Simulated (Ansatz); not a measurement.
Born–Oppenheimer molecular dynamics of H$_{7}$NSi$_{2}$ (10 atoms, charge 0, multiplicity 1). It starts from a relaxed structure.

Computed with RKS B3LYP/6-31G* in Ansatz 0.2.0.

```
ensemble                      : NVE (velocity Verlet)
time step                     : 0.5 fs
steps asked                   : 166
starting velocities drawn for : 700 K
masses                        : H 2.014 u
seed                          : 269322
```

First frame:

```xyz
10
Properties=species:S:1:pos:R:3
Si -0.029 0.066 0.096
N 0.026 -0.265 1.809
H -0.848 -0.443 2.292
H 0.628 0.308 2.389
Si 2.157 -0.004 -0.764
H 2.740 -1.371 -0.674
H 2.165 0.413 -2.196
H 3.054 0.926 -0.017
H -0.652 1.370 -0.306
H -0.861 -1.001 -0.526
```

How far do the bonds stretch over the last three quarters of this one trajectory? (Pairs bonded in most of those frames.)


| bond | mean (Å) | spread (Å) | shortest | longest |
| --- | --- | --- | --- | --- |
| Si1–N2 | 1.760 | 0.022 | 1.73 | 1.79 |
| Si1–Si5 | 2.378 | 0.036 | 2.32 | 2.42 |
| Si1–H9 | 1.505 | 0.056 | 1.42 | 1.59 |
| Si1–H10 | 1.506 | 0.059 | 1.42 | 1.59 |
| N2–H3 | 1.016 | 0.011 | 1.00 | 1.03 |
| N2–H4 | 1.014 | 0.013 | 0.99 | 1.04 |
| Si5–H6 | 1.491 | 0.010 | 1.47 | 1.50 |
| Si5–H7 | 1.497 | 0.035 | 1.44 | 1.55 |
| Si5–H8 | 1.491 | 0.026 | 1.45 | 1.53 |

Mean temperature of the second half: 229 K. The conserved energy stayed within 0.11 meV per atom of its start (net change 0.051 meV per atom), so the integration is sound. A run of 0.083 ps of so small a system gives no equilibrium averages.

The run took 4.1 min on 1 thread of Intel(R) Xeon(R) 6975P-C (Granite Rapids), with other jobs on the host, peak memory 0.14 GiB.
